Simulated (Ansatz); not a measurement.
# A rate constant, worked out

An elementary step of C$_{2}$H$_{3}$F, singlet (C₂H₃F ([CH3][C][F]) → C₂H₃F (C=CF); H–C broken or loosened, H–C formed or tightened). The start structure is the reactant molecule, and the electronic barrier above it is 0.760 eV by CCSD(T) at an estimated basis limit (MP2 extrapolated from triple and quadruple zeta, plus CCSD(T) − MP2 in triple zeta). Computed with Ansatz 0.2.0 (basis: def2-TZVPP and def2-QZVPP); correlated methods freeze the cores. Extrapolation: Hartree–Fock as exp(−7.88 √X), correlation as X^−2.97. Harmonic wavenumbers at PBE0-D4/def2-TZVP (Ansatz 0.2.0), in cm⁻¹:

Start: 93, 515, 761, 929, 1109, 1208, 1331, 1409, 1451, 3006, 3086, 3142.

Saddle: 1284i, 492, 702, 955, 1031, 1149, 1298, 1346, 1508, 2208, 3075, 3227.

Work out the transition-state-theory rate constant at 800 K from these numbers alone (harmonic vibrations; rotation, path degeneracy and anharmonicity left out), and the Wigner tunnelling factor. Use 1 cm⁻¹ = 1.2398 × 10⁻⁴ eV and k_B = 8.617 × 10⁻⁵ eV/K.

Zero-point energies, half the sums: start 18040/2 cm⁻¹ = 1.1183 eV; saddle, real modes only, 16991/2 cm⁻¹ = 1.0533 eV.
Barrier with zero-point energy: 0.760 + 1.0533 − 1.1183 = 0.6950 eV.
k_BT = 0.06894 eV, so the barrier is 10.08 k_BT.
Vibrational partition functions from the zero-point level, ln q = −Σ ln(1 − exp(−hν/k_BT)): start 3.411, saddle 1.658.
k = (k_BT/h) exp(ln q‡ − ln q) exp(−E0/k_BT), with log₁₀(k_BT/h in s⁻¹) = 13.22: log₁₀ k = 13.22 + (-1.753 − 10.08)/2.3026 = 8.08, so k ≈ 1 × 10^(8) s⁻¹.
Wigner factor: 1 + (hν‡/k_BT)²/24 = 1 + (2.31)²/24 = 1.22. A change of 1 kcal/mol (0.043 eV) in the barrier would change k by a factor of 1.9 at this temperature.

The T1 diagnostic stays at or below 0.018. The restricted Hartree–Fock reference is unstable towards an unrestricted one at one or more of these structures.

Labels in which every atom is bracketed show which atoms are joined, not bond orders.

For scale, one of the runs: CCSD(T)/def2-TZVPP, 135 basis functions, launched by `ansatz run in.yaml --threads 2 --pin off --events-out ev --progress --plain --max-ram 4352MiB`. Time: 11 s of wall clock on 2 CPU threads of an Arm Neoverse V1; the host was shared. Peak host memory: 0.73 GiB.
